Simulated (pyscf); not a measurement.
Optimised with ωB97X-D3(BJ)/def2-SVP in PySCF.

### Question
PBE/def2-TZVP puts the barrier of Cl–In(Cl)–Cl + H• → HCl + [Cl–In–Cl]• (atom transfer; doublet surface; Cl–In broken, Cl–H formed) at -0.05 eV and the reaction energy at -0.97 eV, from the separated reactants. What do B3LYP-D3(BJ)/def2-TZVP, M06-2X/def2-TZVP, ωB97M-D3(BJ)/def2-TZVP give on the same structures?

### Answer
B3LYP-D3(BJ): ΔE‡ = 0.03 eV, ΔE = -1.04 eV; M06-2X: ΔE‡ = 0.35 eV, ΔE = -0.83 eV; ωB97M-D3(BJ): ΔE‡ = 0.38 eV, ΔE = -0.87 eV. PBE's barrier lies under all of them, by 0.08 to 0.43 eV. Its reaction energy lies among theirs. On the product side the descent ends in a complex, 0.34 eV under the separated species and 1.44 eV under the saddle at ωB97X-D3(BJ)/def2-TZVP. At PBE this geometry lies under the reactants; that is no barrier but a single point on another level's saddle; such a level's own saddle, if it has one, lies nearer that side and is low. One saddle was located; it need not be the lowest between these sides. The angle at the transferred Cl is 179°. Elements past Kr carry the def2 core potentials, without spin-orbit coupling.
